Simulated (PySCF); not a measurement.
Bond curve of NaP

Set-up: Na def2-TZVP, P def2-TZVP; no relativity (PySCF 2.14). Energies in eV from Na + P in their ground configurations at the same level. State: ³Σ⁻ (triplet), unpaired electrons π ↑↑.

All columns are PBE0. A positive dipole means Na(−)P(+).

```tsv
R (Å)	E (eV)	μ (D)	Mulliken charge on Na (basis-dependent)	HOMO (eV)	LUMO (eV)	Mayer bond order	⟨S²⟩
2.287	-0.946	-6.45	0.60	-4.58	-1.78	0.74	2.01
2.393	-1.166	-6.67	0.55	-4.57	-1.70	0.79	2.01
2.499	-1.285	-6.87	0.51	-4.54	-1.62	0.83	2.01
2.579	-1.327	-7.01	0.49	-4.51	-1.57	0.85	2.02
2.659	-1.338	-7.14	0.47	-4.47	-1.60	0.86	2.02
2.739	-1.325	-7.26	0.45	-4.44	-1.65	0.86	2.02
2.845	-1.280	-7.39	0.44	-4.38	-1.72	0.86	2.03
2.978	-1.194	-7.51	0.42	-4.31	-1.81	0.86	2.05
3.138	-1.066	-7.53	0.40	-4.23	-1.91	0.84	2.09
3.350	-0.884	-7.30	0.37	-4.15	-2.02	0.78	2.18
```

A fit through these points gives, at Re = 2.652 Å, μ = -7.13 D and dμ/dR = -1.57 D/Å; the reduced mass is 13.2 u.

How strong is the fundamental in the double-harmonic approximation, I = 42.26·(dμ/dR)²/μred km/mol?

I = 42.26·(-1.57)²/13.2 = 7.89 km/mol at PBE0.

⟨S²⟩ of the unrestricted solution departs from its pure value on part of the curve, where spin states mix. The state was picked by a PBE0 search and need not be the measured ground state.
